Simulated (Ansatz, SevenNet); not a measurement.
**How well does each level of theory give the enthalpy of formation of zinc-blende AlAs?**

Reference value: -0.61 eV/atom (measured, 298 K, not corrected to a static lattice; as tabulated in Zhang et al. (2018), doi:10.1038/s41524-018-0065-z).

```tsv
level (code)	value (eV/atom)
SevenNet-0	-0.497
LDA (Ansatz)	-0.470
PBE (Ansatz)	-0.488
rVV10 (Ansatz)	-0.497
PBE0-D3(BJ) (Ansatz)	___
```

**Question.** What belongs in the gaps?

**Answer.** 
- PBE0-D3(BJ) (Ansatz, a program for electronic structure), value (eV/atom): -0.578

Differences against the reference: SevenNet-0 +0.113 eV/atom, LDA +0.140 eV/atom, PBE +0.122 eV/atom, rVV10 +0.113 eV/atom, PBE0-D3(BJ) +0.032 eV/atom.

Closest of the ranked levels: PBE0-D3(BJ) (+0.032 eV/atom). Among them LDA (+0.140 eV/atom) misses by most. Within 0.2 eV/atom: SevenNet-0, LDA, PBE, rVV10, PBE0-D3(BJ). All 5 levels lie above the reference.

The measured value isn't corrected to a static lattice, so vibrations enter the comparison.  Each level is taken at its own relaxed cell. Ansatz's density-functional and Hartree–Fock values are scalar-relativistic unless marked +SOC, with PAW data made under PBE.

Machine-learned potentials (SevenNet-0) are trained on DFT data: a solid inside that data is no test of them.

Differences are worked out from the printed values.
